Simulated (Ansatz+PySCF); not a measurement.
singlet AlF: levels of theory in one basis

```xyz
2

Al    0.0000    0.0000   -0.7407
F     0.0000    0.0000    1.0698
```

Basis set: def2-SVP (spherical functions). Frozen core: 6 orbitals. Charge 0, multiplicity 1.

Computed with Ansatz (development build ahead of 0.2.0); each method stands on the lowest determinant of its kind that the runs found. NEVPT2 correlates all electrons. Active spaces start from the frontier orbitals, and the lowest solution found is given.

```csv
method,E − E(RHF) (eV),<S²> of the determinant
RHF,0.00,0.00
RHF-MP2,-6.40,–
RHF-CCSD,-6.73,–
"CASSCF(10,8)",-2.70,–
"SC-NEVPT2(10,8)",-5.95,–
```

Q: What does RHF-CCSD(T) give on the same scale?

A: -6.84 eV.

Q: Is a single determinant a sound starting point here?

A: By this sign, yes. Unrestricted orbitals gain 0.00 eV and <S²> is 0.00 against 0.00 for a pure state. The CASSCF(10,8) natural occupations are 2.00, 2.00, 1.98, 1.98, 1.98, 0.02, 0.02, 0.02.
